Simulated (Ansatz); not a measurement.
**BH2Cl (SMILES BCl): the vertical energy of the triplet above the singlet from total energies**

BH2Cl has 4 atoms, charge 0, and is taken as a singlet. SMILES: `BCl`. The shape is that of a PBE0-D4/def2-TZVP optimisation.

```
atom    x (Å)    y (Å)    z (Å)
   B  -0.1167   0.0217  -0.0753
  Cl   1.3650  -0.3953   0.7212
   H  -1.1062  -0.5595   0.2404
   H  -0.0866   0.8728  -0.9066
```

Both states at this one shape; open shells run unrestricted unless said. 1 Eh = 27.2114 eV.

```
                             level  program  singlet BH2Cl (Eh)  triplet BH2Cl (Eh)
                    BLYP/def2-TZVP   Ansatz         -486.267442         -486.107034
B3LYP/6-31G* (Cartesian functions)   Ansatz         -486.269429         -486.094184
                 wB97M-V/def2-TZVP   Ansatz         -486.243592         -486.063764
```

Task: Work out the vertical gap, second state less first, at each level.

Result: 
1. BLYP/def2-TZVP: -486.107034 − (-486.267442) = 0.160408 Eh = 4.36 eV.
2. B3LYP/6-31G* (Cartesian functions): -486.094184 − (-486.269429) = 0.175245 Eh = 4.77 eV.
3. wB97M-V/def2-TZVP: -486.063764 − (-486.243592) = 0.179828 Eh = 4.89 eV.

No measured value is set beside it here; the levels span 4.36 to 4.89 eV.
